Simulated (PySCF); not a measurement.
These 2 structures share the formula [C4H5O2]- (charge -1). Level of theory: PySCF, PBE0-D3(BJ)/def2-SVP geometry optimisation, gas phase. Energies are electronic, without zero-point or thermal terms, for one conformer each. No frequencies were run at this level. Point groups hold within 0.08 Å.

Question: Order them by energy at this level, lowest first, and give relative energies in kcal/mol.
A. `[CH2:1]=[C:2]([CH3:3])[C:4](=[O:5])[O-:6]` (charge -1) with C1–C2–C4–O5 -175°
B. `[CH2:1]=[CH:2][CH2:3][C:4](=[O:5])[O-:6]` (charge -1) with C1–C2–C3–C4 -133°, C2–C3–C4–O5 144°

Answer: A (0.0), B (3.5).

Neighbours under 5.0 kcal/mol apart (C=C(C)C(=O)[O-] and C=CCC(=O)[O-]) can change places with a better method, another conformer or zero-point energy.

| SMILES | E (Eh) | E rel (kcal/mol) | dipole about centre of mass (D) | point group | A, B, C (MHz) |
| --- | --- | --- | --- | --- | --- |
| C=C(C)C(=O)[O-] | -305.34749 | 0.0 | 4.73 | near Cs | 5385, 3655, 2210 |
| C=CCC(=O)[O-] | -305.34191 | 3.5 | 4.83 | C1 | 8559, 2151, 1854 |

Question: How do the relative energies change in single points at PBE0/pcSseg-1 (no added dispersion term) on the same geometries?

Answer: 
```
         SMILES  PBE0-D3(BJ)/def2-SVP (kcal/mol)  PBE0/pcSseg-1 (kcal/mol)  shift
C=C(C)C(=O)[O-]                              0.0                       0.0    0.0
  C=CCC(=O)[O-]                              3.5                       3.2   -0.3
```

Each column counts from its own lowest isomer. The order is unchanged; the largest shift is 0.3 kcal/mol.

Question: As an exercise, what shares would exp(−E/RT) give at 2000 K from these electronic energies alone (no entropy, no degeneracies)?

Answer: RT = 3.974 kcal/mol: C=C(C)C(=O)[O-] 70.7 %, C=CCC(=O)[O-] 29.3 %.
